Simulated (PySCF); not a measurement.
Electrostatic potential from atomic charges

Species: 2,2-dimethylbutane (`CCC(C)(C)C`). Coordinates (GFN2-xTB, Å) and charges (e) from the PBE0/pcSseg-1 density (PySCF):

```tsv
atom	x	y	z	Mulliken	IAO	Hirshfeld	ESP-fitted
C1	2.091	-0.528	0.077	-0.2525	-0.4180	-0.1185	-0.3098
C2	0.973	0.162	-0.696	-0.1706	-0.2476	-0.0654	+0.0939
C3	-0.420	0.121	-0.041	-0.6227	+0.0591	+0.0291	+0.6876
C4	-1.394	0.862	-0.964	-0.1443	-0.4138	-0.1191	-0.6428
C5	-0.904	-1.321	0.128	-0.1532	-0.4165	-0.1195	-0.5249
C6	-0.407	0.818	1.321	-0.1533	-0.4165	-0.1195	-0.5155
H7	2.234	-0.072	1.053	+0.1092	+0.1341	+0.0371	+0.0637
H8	1.882	-1.585	0.213	+0.1092	+0.1341	+0.0371	+0.0629
H9	3.024	-0.437	-0.476	+0.1138	+0.1417	+0.0403	+0.0809
H10	1.249	1.209	-0.847	+0.1069	+0.1238	+0.0333	-0.0311
H11	0.900	-0.298	-1.685	+0.1069	+0.1239	+0.0332	-0.0280
H12	-1.083	1.896	-1.100	+0.1041	+0.1326	+0.0367	+0.1264
H13	-2.397	0.859	-0.543	+0.1051	+0.1320	+0.0365	+0.1550
H14	-1.433	0.386	-1.942	+0.1041	+0.1326	+0.0367	+0.1246
H15	-0.875	-1.849	-0.822	+0.1040	+0.1325	+0.0369	+0.1097
H16	-0.289	-1.860	0.844	+0.1089	+0.1323	+0.0364	+0.1102
H17	-1.929	-1.330	0.493	+0.1057	+0.1344	+0.0377	+0.1121
H18	0.208	0.274	2.033	+0.1089	+0.1323	+0.0364	+0.1085
H19	-0.019	1.830	1.229	+0.1041	+0.1325	+0.0370	+0.1075
H20	-1.416	0.873	1.723	+0.1058	+0.1344	+0.0378	+0.1092
```

Points outside the species (Å): A (-0.1, -8.9, -1.1); B (0.5, -2.1, -6.4); C (5.1, 7.0, -1.9).

Problem. Find the potential V = 14.3996 V·Å × Σ q/r of each set of charges at these points.

Solution. In volts:

```tsv
point	nearest atom	distance (Å)	Mulliken	IAO	Hirshfeld	ESP-fitted
A	H15	7.10	+0.005	-0.004	-0.001	0.000
B	H11	5.06	-0.033	+0.003	+0.002	+0.008
C	H10	7.03	-0.014	0.000	+0.001	+0.003
```

Problem. How far are the other sets from the ESP-fitted one at these points?

Solution. Root-mean-square difference: Hirshfeld 0.003 V, IAO 0.003 V, Mulliken 0.026 V. The ESP scheme fits charges at the nuclei, held to the total charge, to the electrostatic potential on points at 1.4 to 2.0 times the van der Waals radii.

Problem. What energy would a point charge of +3 e have at B in the field of the ESP charges, leaving out polarisation?

Solution. +0.023 eV = +2.2 kJ/mol, a repulsion.

Geometry: GFN2-xTB; no solvent, vibrations or thermal averaging.

Conformer computed: `[CH3:1][CH2:2][C:3]([CH3:4])([CH3:5])[CH3:6]`: C1–C2–C3–C4 180°.
